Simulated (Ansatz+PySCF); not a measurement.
The numbers below are computed, except where a source is named.
Input for Ansatz (development build ahead of 0.2.0):

```yaml
crystal:
  periodic: [false, false, false]
  atoms:
    - { symbol: C, position_ang: [0.45174, 0.0, 0.0] }
    - { symbol: H, position_ang: [1.02265, 0.59437, 0.59437] }
    - { symbol: H, position_ang: [1.02265, -0.59437, -0.59437] }
    - { symbol: F, position_ang: [-0.26421, 0.71292, -0.71292] }
    - { symbol: F, position_ang: [-0.26421, -0.71292, 0.71292] }
basis:
  gaussian: { orbitals: def2-SVP }
magnetization:
  spin_polarized: true
hamiltonian:
  xc: hf
correlation:
  method: mp2
  frozen_orbitals: { C: 1, F: 1, H: 0 }
scf:
  omitted_lower_state_checks: [starts, atomic_configurations, cluster_reference, orbital_swaps, given_window_search, neighbouring_geometries, increment]
```

The input is written out in the form of the current development build from the run's settings.

Output:

```json
{
 "Converged": "yes",
 "Reference energy": "-237.68115 hartree",
 "Correlation energy": "-0.49489 hartree",
 "Total energy": "-238.17604 hartree",
 "Spin squared of the determinant": "0.000",
 "Stability test": "minimum"
}
```
